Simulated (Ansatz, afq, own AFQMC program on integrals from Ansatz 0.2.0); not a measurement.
## As, quartet in cc-pVQZ, levels against CCSDT(Q)

A free As atom.

Basis cc-pVQZ. Only valence electrons are correlated. Ansatz 0.2.0 and our own AFQMC program on the same integrals; the CISD trial comes from CCSD amplitudes, and released means the phaseless constraint is let go. Free AFQMC starts from the CCSD state and is never constrained. Its projection time is finite, and what remains of the start isn't in its error. Error bars are statistical, one sigma. No spin–orbit coupling.

Determinant: UHF, the one that the program's search chose, which needn't be the lowest solution.

No full CI on the walks' own integrals is used here; CCSDT(Q) serves as the reference and is uncertain by about the last step of the cluster series.

Cautions: no relativity below Rb; no spin-orbit coupling; inner d shell frozen.

- T1 diagnostic: 0.0036
- weight of the determinant in the CISD state: 0.946
- ⟨S²⟩ of the determinant: 3.751
- size of the correlated space: 5 electrons in 54 orbitals

```json
{"level": "MP2", "correlation energy (eV)": "-2.0854"}
{"level": "CCSD", "correlation energy (eV)": "-2.4311"}
{"level": "CCSD(T)", "correlation energy (eV)": "-2.5233"}
```

Question: Estimate where phaseless AFQMC with a CISD trial lies against CCSD(T) on the same integrals.

Answer: 0.61 ± 0.04 mEh below CCSD(T).

Reference: CCSDT(Q), correlation energy -2.541 eV. The released energy is read at 1.50 1/Eh (meV from the phaseless value at times in 1/Eh: -1.2 ± 1.0 at 0.24, -0.6 ± 0.8 at 0.50, -1.1 ± 0.7 at 1.00, -2.2 ± 0.8 at 1.50).

| level | E − E(reference) (mEh) | share of correlation (%) |
| --- | --- | --- |
| CCSD(T) | 0.65 | 99.30 |
| CCSDT | 0.10 | 99.90 |
| ph-AFQMC/HF | 0.05 ± 0.42 | 99.95 |
| ph-AFQMC/CISD | 0.04 ± 0.04 | 99.95 |
| released AFQMC | -0.04 ± 0.03 | 100.04 |
| free AFQMC | 0.00 ± 0.03 | 100.00 |

Free projections are given only where their last times agree within the noise and don't stop above the reference; a slow remainder of the start can still hide under it. A walk keeps the symmetry of its determinant, which the program's search chose and which needn't be the lowest solution, so a lower state of the same spin and another symmetry isn't excluded. Released energies are given only where the last usable release times agree within the noise; a slower fall can still hide under it.
